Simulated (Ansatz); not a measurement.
# CN+ (triplet): the correlation ladder, def2-TZVPP

One table from this session's results is given with a row withheld; the runs are named, their logs left out.

Computed with Ansatz 0.2.0, Gaussian basis. Level: def2-TZVPP, core rule «outside noble gas», up to 2 orbitals frozen.

The runs, in order: UHF; ROHF; CCSD(T) on UHF.

2 further runs of the same task are left out: 2 set aside as unsound or not needed.

## What is computed

The geometry is a PBE0/def2-TZVP stationary point (not a proven minimum) of the parent state, kept for this charge and spin.

2 atoms, charge 1, spin multiplicity 3.

Atoms are counted from 1 here; the program's logs count them from 0.

Bond lengths: N1–C2 1.160 Å.

The first run:

in.yaml reads:

```yaml
crystal:
  periodic: [false, false, false]
  atoms:
    - {symbol: N, position_ang: [0.000000, 0.000000, 0.000000]}
    - {symbol: C, position_ang: [0.000000, 0.000000, 1.160084]}
basis:
  gaussian: {orbitals: def2-TZVPP}
total_charge: 1
magnetization: {spin_polarized: true, initial_magnetization: 2}
hamiltonian: {xc: hf}
output: {orbitals: {seedname: orbitals}}
```

Started as:

```bash
> ansatz run in.yaml --threads 1 --pin off --events-out ev --progress --plain --max-ram 2816MiB --backend cpu
```

Among the steps run: UHF; ROHF; CCSD(T) on UHF.

One of the session's tables, all rows but one given; the rest of the session is left out.

It belongs to the step «Misses and costs». 

```
  method  from UCCSD(T) (meV)
    ROHF                    ?
     UHF              +7297.2
    UMP2              +1213.6
   UCCSD               +349.8
UCCSD(T)                    0
```

Estimate the missing values for ROHF.

The run gave: from UCCSD(T) (meV): +7523.9. In the column «from UCCSD(T) (meV)» it is the highest.
